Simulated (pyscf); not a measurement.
## Insertion: GaH [singlet] + hydrogen fluoride (HF) → F–GaH₂

Gas phase, singlet surface, charge 0. Bonds broken: F3–H4. Bonds formed: Ga1–F3, Ga1–H4. Optimised with ωB97X-D3(BJ)/def2-SVP in PySCF. MP2 and CC: frozen core, UHF for open shells. ΔMP2 is the change of the MP2 total energy from the triple- to the quadruple-zeta basis.

Transition state (Å):

```xyz
4

Ga    -1.2875     0.1475     0.3486
H     -0.3061     0.0989     1.5883
F     -1.1460    -1.4865    -0.8134
H     -1.9412    -0.4759    -1.0165
```

One imaginary mode, 1393i cm⁻¹; descent along it reached the two sides named.

```csv
bond,change,reactant side (Å),saddle,product side
F3–H4,breaks,0.929,1.302,2.8
Ga1–F3,forms,2.508,2.010,1.759
Ga1–H4,forms,2.7,1.637,1.556
```

Electronic energies relative to the separated reactants (kcal/mol):

```tsv
level	barrier	reaction energy	reverse barrier
ωB97X-D3(BJ)/def2-TZVP	17.6	-44.7	62.2
PBE/def2-TZVP	9.0	-39.8	48.8
r²SCAN/def2-TZVP	9.3	-46.3	55.6
B3LYP-D3(BJ)/def2-TZVP	17.1	-38.5	55.6
PBE0-D3(BJ)/def2-TZVP	15.3	-41.3	56.7
M06-2X/def2-TZVP	19.8	-42.2	62.0
ωB97M-D3(BJ)/def2-TZVP	19.7	-39.4	59.1
HF/def2-TZVP	38.9	-39.5	78.4
MP2/def2-QZVPP	17.8	-43.5	61.4
CCSD/def2-TZVPP	24.7	-40.2	64.9
CCSD(T)/def2-TZVPP	20.7	-41.0	61.7
CCSD(T)/def2-TZVPP + ΔMP2(QZVPP)	20.6	-39.9	60.5
```

With CCSD(T)/def2-TZVPP + ΔMP2(QZVPP) energies and thermal terms (ideal gas, 1 atm, RRHO with modes under 100 cm⁻¹ raised to 100, one conformer, R ln 2 for rigid chiral ones), in kcal/mol:

```json
[
 {"T (K)": "298", "ΔH‡": "18.7", "ΔG‡": "26.8", "ΔH": "-39.9", "ΔG": "-31.3"},
 {"T (K)": "600", "ΔH‡": "18.3", "ΔG‡": "35.1", "ΔH": "-40.1", "ΔG": "-22.5"},
 {"T (K)": "900", "ΔH‡": "18.2", "ΔG‡": "43.6", "ΔH": "-39.7", "ΔG": "-13.7"},
 {"T (K)": "1200", "ΔH‡": "18.4", "ΔG‡": "52.0", "ΔH": "-39.1", "ΔG": "-5.1"}
]
```

The same reactants have a lower exit, to F–Ga [singlet] + H₂ (barrier -6.1 kcal/mol at ωB97M-D3(BJ), against +19.7 kcal/mol here). This is the saddle that the search found; another between the same sides may lie lower. The CCSD(T) − MP2 part came from Ansatz, without density fitting, on the same reference. The frozen core leaves the outer d or s,p core shells of the metals and heavy elements correlated in the MP2 and CC values, and def2-TZVPP describes them poorly, which can shift differences by a few kcal/mol. Elements up to Kr have no core potential and no relativistic terms here.
